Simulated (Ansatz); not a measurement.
Input file for AlClO (`[O]=[Al][Cl]`):

```yaml
crystal:
  periodic: [false, false, false]
  atoms:
    - {symbol: O, position_ang: [0.109491, 1.726089, 0.250583]}
    - {symbol: Al, position_ang: [0.009737, 0.153532, 0.022293]}
    - {symbol: Cl, position_ang: [-0.119238, -1.879631, -0.272866]}
basis:
  gaussian: {orbitals: cc-pV(D+d)Z}
correlation: {method: ccsd_t}
```

```sh
$ ansatz run in.yaml --threads 4 --pin off --events-out ev --progress --plain --max-ram 10444MiB
```

Output of Ansatz, abridged:

```
Functional definition: HF
614 factors; integrals over basis functions are off by at most 1.8e-3 eV
mean field evaluation 1: about -21118.9767 eV, gradient 5.1e1 eV
mean field evaluation 2: about -21119.0980 eV, gradient 5.1e1 eV
mean field evaluation 4: about -21124.7994 eV, gradient 3.8e0 eV
mean field evaluation 8: about -21124.9015 eV, gradient 4.7e-1 eV
mean field evaluation 16: about -21124.9042 eV, gradient 2.7e-6 eV
mean field -21124.90424809 eV, -776.3259121430 hartree, gradient 2.7e-6 eV, S^2 0.000000; 0 other end points of the search recorded, 0 dependent functions left out
11 core orbitals not correlated: weight in the atoms' cores, before any rotation towards them, 1.000 or more for the frozen orbitals, at most 0.000 for the correlated occupied ones
reference -21124.90424809 eV, -776.3259121430 hartree; 8, 8 occupied and 41, 41 virtual orbitals, 614 factors
second order -10.74879591 eV of doubles, -0.00000000 eV of singles
cycle   1  -10.42449153 eV  change    3.2e-1 eV  update   1.6e-1
cycle   2  -10.82334446 eV  change   -4.0e-1 eV  update   7.6e-2
cycle   3  -10.96079093 eV  change   -1.4e-1 eV  update   3.4e-2
cycle   4  -10.95688658 eV  change    3.9e-3 eV  update   1.0e-2
cycle   5  -10.95091210 eV  change    6.0e-3 eV  update   2.9e-3
cycle   6  -10.95171550 eV  change   -8.0e-4 eV  update   1.2e-3
cycle   7  -10.95159528 eV  change    1.2e-4 eV  update   5.8e-4
cycle   8  -10.95146853 eV  change    1.3e-4 eV  update   2.5e-4
cycle   9  -10.95159061 eV  change   -1.2e-4 eV  update   1.2e-4
cycle  10  -10.95157164 eV  change    1.9e-5 eV  update   2.9e-5
cycle  11  -10.95155595 eV  change    1.6e-5 eV  update   1.4e-5
perturbative correction -0.39077776 eV, -0.0143608179 hartree
Total energy: -21136.24658180 eV, -776.7427352187 hartree
```

Run time 0.35 s (4 threads of an Arm Neoverse V2 on a shared host); peak host memory 0.23 GiB.

Correlation energy per correlated electron: -0.709 eV. T1 diagnostic: 0.0279.
